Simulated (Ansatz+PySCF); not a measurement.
**singlet CH3NO: levels of theory in one basis**

```xyz
6

C    -0.0098   -0.4102   -0.0535
O    -0.0017   -0.3926    1.1441
N    -0.0041    0.6814   -0.8453
H     0.0070   -1.3582   -0.6472
H     0.0098    0.5952   -1.8611
H    -0.0077    1.6074   -0.4321
```

Basis set: def2-SVP (spherical functions). Left uncorrelated: 3 orbitals. Charge 0, multiplicity 1.

Computed with Ansatz (development build ahead of 0.2.0); each method stands on the lowest determinant of its kind that the runs found. NEVPT2 correlates all electrons. Active spaces start from the frontier orbitals, and the lowest solution found is given.

| method | E − E(RHF) (eV) | <S²> of the determinant |
| --- | --- | --- |
| RHF | 0.00 | 0.00 |
| RHF-CCSD | -13.59 | – |
| RHF-CCSD(T) | -14.00 | – |
| CASSCF(4,3) | -0.75 | – |
| SC-NEVPT2(4,3) | -13.19 | – |

Problem. What does RHF-MP2 give on the same scale?

Solution. -13.09 eV.

Problem. Is a single determinant a sound starting point here?

Solution. By this sign, yes. Unrestricted orbitals gain 0.00 eV and <S²> is 0.00 against 0.00 for a pure state. The CASSCF(4,3) natural occupations are 2.00, 1.95, 0.05.
